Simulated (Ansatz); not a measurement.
## Voigt–Reuss–Hill shear modulus of zinc-blende ZnSe at several levels of theory

No measured value is used here.

```csv
level (code),value (GPa),cell (Å³/atom)
LDA (Ansatz),31.2,21.57
PBE (Ansatz),27.3,23.55
r²SCAN (Ansatz),30.1,22.73
B3LYP (VWN-RPA form) (Ansatz),29.2,24.16
LC-ωPBE (Ansatz),34.1,21.98
Hartree–Fock (Ansatz),30.0,25.25
```

Each level is taken at its own relaxed cell. Cutoffs and k meshes differ between the levels. Ansatz's density-functional and Hartree–Fock values are scalar-relativistic unless marked +SOC, with PAW data made under PBE.

Ansatz is a quantum-chemistry and plane-wave program.
